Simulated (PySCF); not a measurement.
# U-wB97X/cc-pVTZ run of PH (SMILES [PH])

Aim: the energy change on altering one bond length of PH at U-wB97X/cc-pVTZ, from 2 runs. Input form: a Python script.

The results are computed with PySCF 2.14.0.

4 further runs of the same task are left out: 4 set aside as unsound or not needed.

### Step 1. The system as given

The species is PH (2 atoms), meant as a triplet with charge 0. As SMILES, `[PH]`. Geometry: relaxed at PBE0-D4/def2-TZVP.

Bond lengths: P1–H2 1.428 Å.

### Step 2. The energy at U-wB97X/cc-pVTZ

Contents of mol.xyz:

```xyz
2
HP
P      0.000000     0.000000    -0.014610
H      0.000000     0.000000     1.413680
```

Contents of job.py:

```python
from pyscf import gto, dft

mol = gto.M(
    atom='mol.xyz',
    basis='cc-pvtz',
    spin=2,
    verbose=3,
    max_memory=1860,
)

mf = dft.UKS(mol)
mf.xc = 'wb97x'
mf.conv_tol = 1e-10
mf.grids.level = 5
mf.kernel()
if not mf.converged:
    mf = mf.newton().run(mf.mo_coeff, mf.mo_occ)

energy = mf.e_tot
print('E(%s) = %.9f' % ('WB97X', energy))
```

On the command line:

```bash
OMP_NUM_THREADS=1 python job.py
```

What it wrote:

```text
WARN: HOMO -0.203408746515409 >= LUMO -0.203408746515413

converged SCF energy = -341.879635932664  <S^2> = 2.0072925  2S+1 = 3.0048577
E(WB97X) = -341.879635933
```

Wall time 3.9 s (1 thread of Arm Neoverse V2, shared host); peak memory 0.26 GiB.

### Step 3. The distorted shape at the same level

Contents of run.py:

```python
from pyscf import gto, dft

mol = gto.M(
    atom='''
P      0.000000     0.000000    -0.432407
H      0.000000     0.000000     2.671468
''',
    basis='cc-pvtz',
    charge=0,
    unit='bohr',
    max_memory=1860,
    verbose=4,
    spin=2,
)

mf = dft.UKS(mol)
mf.xc = 'wb97x'
mf.conv_tol = 1e-10
mf.grids.level = 5
mf.kernel()
if not mf.converged:
    mf = mf.newton().run(mf.mo_coeff, mf.mo_occ)

e_final = mf.e_tot
print('Final energy', e_final)
```

On the command line:

```bash
OMP_NUM_THREADS=1 python run.py
```

What it wrote:

```text
PySCF version 2.14.0

[INPUT] num. atoms = 2
[INPUT] num. electrons = 16
[INPUT] charge = 0
[INPUT] spin (= nelec alpha-beta = 2S) = 2
[INPUT] symmetry False subgroup None
[INPUT] Mole.unit = bohr
[INPUT] Symbol           X                Y                Z      unit          X                Y                Z       unit  Magmom
[INPUT]  1 P      0.000000000000   0.000000000000  -0.228819930242 AA    0.000000000000   0.000000000000  -0.432407000000 Bohr   0.0
[INPUT]  2 H      0.000000000000   0.000000000000   1.413679985302 AA    0.000000000000   0.000000000000   2.671468000000 Bohr   0.0

nuclear repulsion = 4.83266884136764
number of shells = 15
number of NR pGTOs = 75
number of NR cGTOs = 48
basis = cc-pvtz
ecp = {}

******** <class 'pyscf.dft.uks.UKS'> ********
method = UKS
initial guess = minao
damping factor = 0
level_shift factor = 0
DIIS = <class 'pyscf.scf.diis.CDIIS'>
diis_start_cycle = 1
diis_space = 8
diis_damp = 0
SCF conv_tol = 1e-10
SCF conv_tol_grad = None
SCF max_cycles = 50
direct_scf = True
direct_scf_tol = 1e-13
number electrons alpha = 9  beta = 7
XC library pyscf.dft.libxc version 7.0.0
    S. Lehtola, C. Steigemann, M. J.T. Oliveira, and M. A.L. Marques.,  SoftwareX 7, 1–5 (2018)
XC functionals = wb97x
radial grids:
    Treutler-Ahlrichs [JCP 102, 346 (1995); DOI:10.1063/1.469408] (M4) radial grids

becke partition: Becke, JCP 88, 2547 (1988); DOI:10.1063/1.454033
pruning grids: <function nwchem_prune>
grids dens level: 5
symmetrized grids: False
atomic radii adjust function: <function treutler_atomic_radii_adjust>
small_rho_cutoff = 0
Set gradient conv threshold to 1e-05
tot grids = 67128
init E= -341.524660560421
[... the frontier-level lines of each cycle are left out ...]


cycle= 1 E= -341.857623646482  delta_E= -0.333  |g|= 0.0995  |ddm|= 0.697
cycle= 2 E= -341.865509328653  delta_E= -0.00789  |g|= 0.0348  |ddm|= 0.162
cycle= 3 E= -341.866259234743  delta_E= -0.00075  |g|= 0.0103  |ddm|= 0.0357
cycle= 4 E= -341.866427500939  delta_E= -0.000168  |g|= 0.00262  |ddm|= 0.0228
cycle= 5 E= -341.866439375673  delta_E= -1.19e-05  |g|= 0.000883  |ddm|= 0.00501
cycle= 6 E= -341.866440922411  delta_E= -1.55e-06  |g|= 0.00037  |ddm|= 0.00151
cycle= 7 E= -341.866441331723  delta_E= -4.09e-07  |g|= 0.000168  |ddm|= 0.000823
cycle= 8 E= -341.866441452112  delta_E= -1.2e-07  |g|= 5.52e-05  |ddm|= 0.000601
cycle= 9 E= -341.866441465141  delta_E= -1.3e-08  |g|= 1.1e-05  |ddm|= 0.000254
cycle= 10 E= -341.86644146547  delta_E= -3.28e-10  |g|= 2.01e-06  |ddm|= 4.22e-05
cycle= 11 E= -341.866441465479  delta_E= -9.04e-12  |g|= 3e-07  |ddm|= 6.68e-06
Extra cycle  E= -341.866441465478  delta_E= 3.98e-13  |g|= 1.18e-07  |ddm|= 6.5e-07
converged SCF energy = -341.866441465478  <S^2> = 2.0081065  2S+1 = 3.0053995
Final energy -341.86644146547826
```

Run time: 4.2 s. Hardware: 1 thread of Arm Neoverse V2, shared host; peak memory 0.26 GiB.

### Step 4. Summary of results

Level: U-wB97X/cc-pVTZ.

| quantity | value |
| --- | --- |
| first shape: total energy | -341.87964 Eh |
| first shape: dipole moment | 0.54 D |
| first shape: HOMO energy (highest over α and β) | -9.63 eV |
| first shape: LUMO energy (lowest over α and β) | -1.08 eV |
| first shape: ⟨S²⟩ | 2.007 |
| distorted shape: total energy | -341.86644 Eh |
| distorted shape: dipole moment | 0.22 D |
| distorted shape: HOMO energy (highest over α and β) | -9.69 eV |
| distorted shape: LUMO energy (lowest over α and β) | -1.12 eV |
| distorted shape: ⟨S²⟩ | 2.008 |
| energy change with the P1–H2 bond stretched from 1.428 to 1.643 Å | 0.359 eV |

In words: With the P1–H2 bond stretched from 1.428 to 1.643 Å the energy rises by 0.36 eV (34.6 kJ/mol). The first shape isn't relaxed at this level, so the change isn't measured from a minimum.
